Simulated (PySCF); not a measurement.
ethylene (C2H4), SMILES C=C.

Geometry: B3LYP-D3(BJ)/def2-TZVP.

Two levels are set side by side: PBE/def2-TZVPD (PySCF) and B3LYP/def2-TZVPD (PySCF). Same geometry, gas phase. Differences are taken from unrounded values.

```json
[
 {"quantity": "orbital gap (eV)", "B3LYP": "7.46", "PBE": "5.78", "PBE minus B3LYP": "-1.68"},
 {"quantity": "highest occupied level (eV)", "B3LYP": "-7.68", "PBE": "-6.78", "PBE minus B3LYP": "0.90"},
 {"quantity": "lowest empty level (eV)", "B3LYP": "-0.22", "PBE": "-1.00", "PBE minus B3LYP": "-0.78"},
 {"quantity": "mean polarisability (bohr³)", "B3LYP": "27.8", "PBE": "28.0", "PBE minus B3LYP": "0.2"}
]
```

Without exact exchange PBE keeps part of each electron's self-repulsion, which lifts occupied levels and narrows the gap. Differences between two approximate levels are no errors against the true value.

Rough cost on one machine, each run with all the roots and properties that it gave: B3LYP against PBE within a factor of 2.
